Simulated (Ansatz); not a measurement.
# H6S3: the cost of one run

Program: Ansatz 0.2.0. Level of theory: the levels named in each step. These are calculated values, not measurements.

### Step 1. The starting structure

Bond lengths: S1–H4 1.335 Å, S1–H5 1.335 Å, S2–H6 1.335 Å, S2–H7 1.335 Å, S3–H8 1.335 Å, S3–H9 1.335 Å. Angles: H4–S1–H5 93.0°, H6–S2–H7 92.9°, H8–S3–H9 93.0°.

Structure file:

```xyz
9

S    22.3133   24.2113  -14.0324
S    -9.5029    0.7214  -22.0150
S   -12.8820  -24.8508   36.0383
H    23.6407   24.3443  -14.0870
H    22.1835   24.2527  -15.3599
H    -9.6755    0.0587  -20.8692
H    -8.3844    0.0556  -22.3112
H   -12.9731  -26.1215   35.6394
H   -12.5139  -25.1933   37.2751
```

### Step 2. A rough first relaxation, PBE-D4/def2-SVP

This run stands in another session on the same molecule. It ended at:

```xyz
9

S    22.3059   24.2141  -14.0170
S    -9.5178    0.7329  -22.0275
S   -12.8858  -24.8356   36.0328
H    23.6630   24.3506  -14.0857
H    22.1856   24.2578  -15.3766
H    -9.6847    0.0489  -20.8575
H    -8.3747    0.0457  -22.3206
H   -12.9759  -26.1390   35.6354
H   -12.5100  -25.1972   37.2950
```

### Step 3. Relaxation, r2SCAN-D4/def2-TZVPP

input.yaml

```yaml
crystal:
  periodic: [false, false, false]
  atoms:
    - { symbol: S, position_ang: [22.30592719, 24.21412975, -14.01701023] }
    - { symbol: S, position_ang: [-9.51777193, 0.73289776, -22.02752273] }
    - { symbol: S, position_ang: [-12.88581541, -24.83556147, 36.03282904] }
    - { symbol: H, position_ang: [23.66296081, 24.35064764, -14.08571165] }
    - { symbol: H, position_ang: [22.18555659, 24.25784174, -15.37661006] }
    - { symbol: H, position_ang: [-9.6846849, 0.04885382, -20.85745897] }
    - { symbol: H, position_ang: [-8.37465823, 0.0457219, -22.32062107] }
    - { symbol: H, position_ang: [-12.97591172, -26.13903473, 35.63535267] }
    - { symbol: H, position_ang: [-12.50999241, -25.19724641, 37.295003] }
magnetization:
  spin_polarized: true
  initial_magnetization: 1
total_charge: 1
basis:
  gaussian: { orbitals: def2-TZVPP }
hamiltonian:
  xc: r2scan
  dispersion: d4
relax:
  f_tol: 0.002
  max_steps: 150
```

On the command line:

```console
> ansatz run input.yaml --threads 4 --pin off --max-ram 10240MiB --backend cpu --events-out ev --progress --plain --runs-dir out
```

What time and memory should one allow on 4 threads of Intel Xeon at 2.70GHz, shared host?

About 39 s, with a peak of 0.37 GiB.
